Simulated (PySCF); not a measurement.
An unknown is described by computed data only.

Formula: C2H5O; charge -1.

| Property | Result |
| --- | --- |
| XPS | C1s 284.9, C1s 285.7, O1s 528.5 eV [ΔSCF SCAN, pcX-2 on the ionised atom, pcseg-1 elsewhere, spin-free X2C] |
| 1H NMR | chemical shifts (computed TMS as zero) by class: 5.88 (2 H), 0.83 (3 H) ppm [GIAO CAM-B3LYP/pcSseg-2] |
| Rotational structure | rotational constants A, B, C: 38.565, 9.803, 8.672 GHz [PBE0-D3(BJ)/def2-SVP] |
| Couplings | largest of the computed one-bond spin–spin couplings (means over like bonds): 13C–1H +125.1 (×3), 13C–1H +118.3 (×2), 13C–13C +36.0, 17O–13C +34.7 Hz [B3LYP/pcJ-1] |
| 13C NMR | chemical shifts (computed TMS as zero) by class: 82.4 (1 C), 38.0 (1 C) ppm [GIAO CAM-B3LYP/pcSseg-2] |
| NMR, other nuclei | isotropic shieldings of nuclei other than C and H, by class: 197 (1 O) ppm [GIAO CAM-B3LYP/pcSseg-2] |

The electronic properties come from PySCF, for the isolated species, density fitting. Levels stand in brackets. Isolated species at its PBE0-D3(BJ)/def2-SVP geometry, gas phase. The geometry's basis has no diffuse functions, a weakness for an anion. The HOMO energy is positive, so at this level the finite basis confines the outermost electrons. No diffuse functions stand in pcJ-1 and pcSseg-2, which bears on an anion's orbital energies. Each NMR value is the plain mean over a class of atoms that symmetry, rotation or inversion makes alike.

Problem. Give a SMILES that accounts for the data.

Solution. Numbering: `[CH3:1][CH2:2][O-:3]`. 2 carbons fall into 2 classes; from least to most shielded: sp3 carbon bound to oxygen [C2] (82.4 ppm), methyl carbon [C1] (38.0 ppm). Hydrogen classes from least to most shielded: 2 H on an sp3 carbon bound to oxygen, C2 (5.88 ppm), 3 H on a methyl carbon, C1 (0.83 ppm). The other shieldings belong to: 197 ppm, alkoxide oxygen [O3]. The couplings run between: +125.1 Hz, methyl carbon [C1] and its hydrogen (with 2 like pairs); +118.3 Hz, sp3 carbon bound to oxygen [C2] and its hydrogen (with 1 like pair); +36.0 Hz, methyl carbon [C1] and sp3 carbon bound to oxygen [C2]; +34.7 Hz, alkoxide oxygen [O3] and sp3 carbon bound to oxygen [C2]. The core levels belong to: C1s 284.9 eV, methyl carbon [C1]; C1s 285.7 eV, sp3 carbon bound to oxygen [C2]; O1s 528.5 eV, alkoxide oxygen [O3]. The optimised geometry has point group Cs and is an asymmetric top. Structure: ethanolate (`CC[O-]`). The assignments are read from this structure; whether some other isomer fits the data as well wasn't checked.
